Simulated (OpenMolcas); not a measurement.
**Setting up CH4Si (SMILES C[SiH]) in OpenMolcas**

CH4Si has 6 atoms, charge 0, and is taken as a singlet. SMILES: `C[SiH]`. Geometry: relaxed at PBE0-D4/def2-TZVP.

```xyz
6

C    -0.0935   -0.3660   -0.3703
Si    0.9173    0.2098    1.1223
H    -1.1569   -0.4101   -0.1022
H     0.2150   -1.3356   -0.7630
H    -0.0240    0.3820   -1.1708
H     0.1422    1.5200    1.2840
```

Settings wanted:

| Setting | Value |
| --- | --- |
| method | DFT |
| reference | RKS |
| relativity | none |
| basis set | def2-TZVP |
| task | gradient |
| functional | revPBE |
| dispersion | none |
| nucleus | point |
| integration grid | UltraFine |
| SCF convergence threshold | 1e-10 |

**Question.** Give an OpenMolcas 26.06 job that does this.

**Answer.** One that was run (others would do as well):

mol.xyz:
```
6

C     -0.093500    -0.366000    -0.370300
Si     0.917300     0.209800     1.122300
H     -1.156900    -0.410100    -0.102200
H      0.215000    -1.335600    -0.763000
H     -0.024000     0.382000    -1.170800
H      0.142200     1.520000     1.284000
```

mol.input:
```
&GATEWAY
 BASLIB=$CurrDir
 COORD=mol.xyz
 BASIS=def2-TZVP
 GROUP=NoSym

&SEWARD
 GRIDINPUT
 Grid=UltraFine
 End of Grid

&SCF
 KSDFT=revPBE
 THRESHOLDS=1e-10 1e-07 1e-07 1e-05
 PRORBITALS=0

&ALASKA
```

```bash
$ export MOLCAS_MEM=1860
$ pymolcas mol.input > mol.log
```

(Basis files named in the input come from the Basis Set Exchange and aren't shown.)

Calculated total energy: -329.88755 Eh, largest force 0.419 eV/Å.
